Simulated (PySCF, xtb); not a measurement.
Bonds broken one at a time in the series Al Cl-NH2. All species are isolated molecules in the gas phase. Strings in code marks are SMILES.

Quantity: homolytic bond dissociation enthalpy at 298 K (no spin–orbit term), in kcal/mol. Enthalpy corrections at 298 K come from GFN2-xTB frequencies (xtb).

Case: Cl–Al bond of `[Cl][Al]([Cl])[Cl]`, giving `[Cl]` and `[Cl][Al][Cl]`. Geometry of `[Cl][Al]([Cl])[Cl]` (neutral, multiplicity 1, Å):

```xyz
4

Cl     2.0632    -0.1795     0.0028
Al    -0.0001     0.0000     0.0000
Cl    -0.8761     1.8767    -0.0026
Cl    -1.1870    -1.6972    -0.0001
```

Question: Estimate the homolytic bond dissociation enthalpy at 298 K (no spin–orbit term) that r2SCAN-D4/def2-TZVP (PySCF) returns for this input.

Answer: 114.3 kcal/mol.
